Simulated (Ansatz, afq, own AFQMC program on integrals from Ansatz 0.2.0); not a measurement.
## SiH4O, singlet in 6-31G along one coordinate

```yaml
atoms:
  - { symbol: Si, position_ang: [0.0000, -0.0248, 0.5600] }
  - { symbol: O, position_ang: [0.0000, 0.0966, -1.0834] }
  - { symbol: H, position_ang: [1.2036, -0.7463, 1.0578] }
  - { symbol: H, position_ang: [0.0000, 1.3651, 1.0700] }
  - { symbol: H, position_ang: [-1.2036, -0.7463, 1.0578] }
  - { symbol: H, position_ang: [0.0000, -0.7148, -1.5919] }
```

The Si1–O2 distance is changed with both sides rigid. Energies in mEh count from this geometry (1.648 Å) at the same level; the start stands on RHF, each point on the determinant named.

Basis 6-31G. Noble-gas cores (and the filled d shells of Ga–Kr and In–Xe) are frozen. AFQMC by an in-house program on the Cholesky factors that Ansatz 0.2.0 writes for its CCSD(T) run. The CISD trial takes its coefficients from CCSD amplitudes. Released means that phaseless walkers are propagated on without the constraint, phases kept. Uncertainties: one standard error, sampling alone.

Cautions, each for one point or more: CCSDT(Q) on the RHF determinant differs, by its state or its frozen core; cluster runs in doubt by the program's own checks; higher spins were not checked; restricted determinant unstable towards unrestricted; strong correlation; the ph-AFQMC/CISD walk drifts between its halves; unrestricted determinant spin contaminated; walk and cluster series may follow different spin states.

```csv
r(Si1–O2) / Å,det.,T1,weight,⟨S²⟩,CCSD(T),ph-AFQMC/CISD,released AFQMC,B3LYP,B2PLYP
1.345,RHF,0.009,0.92,pure,155.1,154.6 ± 0.4,155.7 ± 0.4,146.8,148.6
2.027,RHF,0.015,0.90,pure,15.5,14.4 ± 0.5,15.9 ± 0.5*,19.2,19.0
2.590,RHF,0.031,0.85,pure,91.3,91.1 ± 0.9,90.1 ± 1.1*,98.4,107.2§
3.568,UHF‡¶,0.014,0.91,0.99,141.4,138.8 ± 0.7,139.3 ± 0.9*,148.6§,150.9§
5.670,UHF†¶,0.007,0.92,1.01,143.9,143.9 ± 0.4,144.1 ± 0.5*,–,154.9§
```

Weight is that of the determinant in the CISD state; at the start T1 is 0.011 and the weight 0.92. ¶ marks points with a poor determinant and no full CI, where no value is sure; they don't count among the departures. An asterisk marks released energies that aren't shown to be converged. A dagger marks points whose determinant fills other symmetries than the start's, so the wave-function levels may follow another state there, or a degenerate partner. A double dagger marks points where the walks on two determinants ended up to 5.9 mEh apart; the lower is shown. A dash marks a missing value, a released energy that hasn't settled or a functional that sits on another state. § marks a functional whose ⟨S²⟩ is too high by over 0.1. Largest departures from phaseless AFQMC with a CISD trial: CCSD(T) 1.2 mEh at 2.027 (on RHF), B3LYP -7.8 mEh at 1.345, B2PLYP -6.0 mEh at 1.345. The walk's constraint bias lies outside its error bars, so these are departures and not errors. Functionals count only at points shown to share the start's state and spin. In this small basis the wave-function levels are far from their limit, so their gap to the functionals isn't the functionals' error.

Some points may be missing: those where a free walk finds a much lower state, and past Zn most of those on another determinant than at the start.

A walk keeps the symmetry of its determinant, which the program's search chose and which needn't be the lowest solution, so a lower state of the same spin and another symmetry isn't excluded.
